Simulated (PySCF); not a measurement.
C3H4FN2 (charge +1), SMILES Fc1[nH]cc[nH+]1, point group C2v.

Level: PBE0/pcSseg-1 in PySCF (density fitting, grid level 2); geometry and Hessian at that level, cubic constants and property derivatives from steps of ±0.6 along each species' dimensionless normal coordinates, second-order vibrational perturbation theory. The parent has the commonest isotopes.

Equilibrium geometry in the parent's principal axes a, b, c (Å):

| atom | a | b | c |
| --- | --- | --- | --- |
| F1 | 1.90 | 0.00 | 0.00 |
| C2 | 0.62 | 0.00 | 0.00 |
| N3 | -0.15 | 1.08 | 0.00 |
| C4 | -1.47 | 0.68 | 0.00 |
| C5 | -1.47 | -0.68 | 0.00 |
| N6 | -0.15 | -1.08 | 0.00 |
| H7 | 0.20 | 2.03 | 0.00 |
| H8 | -2.28 | 1.39 | 0.00 |
| H9 | -2.28 | -1.39 | 0.00 |
| H10 | 0.20 | -2.03 | 0.00 |

Ground-state constants (MHz). Parent: 9008.4, 3682.1, 2613.2. A species with one ²H: 8393.1, 3680.6, 2558.1.

Q: Which position carries the label?

A: Moments I = 505379/B are 56.1006, 137.2536, 193.3978 and 60.2136, 137.3075, 197.5637 u Å². With M = 87.0359 u and Δm = 1.0063 u, μ = MΔm/(M + Δm) = 0.9948 u. Kraitchman's equations give |a|, |b|, |c| = 0.226, 2.034, 0.023 Å. That is H7 or the like H10, whose equilibrium values are 0.201, 2.032, 0.000 Å.
